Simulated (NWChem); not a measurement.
## Ionisation of Be (+1)

```
Be
```
Charge +1, spin multiplicity 2.

Program: NWChem.

Basis set: def2-TZVP. The species with one electron less has spin multiplicity 1. Δ marks differences of total energies (open shells unrestricted). −ε marks an orbital energy of the parent. That orbital need not have the symmetry of the hole or added electron in the Δ rows. That singlet is a closed-shell solution.

B3LYP has NWChem's definition, with VWN1-RPA local correlation. No SCF solution was tested for a lower state. Open-shell Hartree-Fock references start from PBE0 orbitals.

For the first vertical ionisation energy, −ε(alpha HOMO) of HF gives 18.12 eV and ΔB3LYP gives 18.61 eV. What do G0W0@PBE, ΔLDA (SVWN5), G0W0@B3LYP give?

G0W0@PBE: 18.66 eV; ΔLDA (SVWN5): 18.24 eV; G0W0@B3LYP: 18.66 eV.
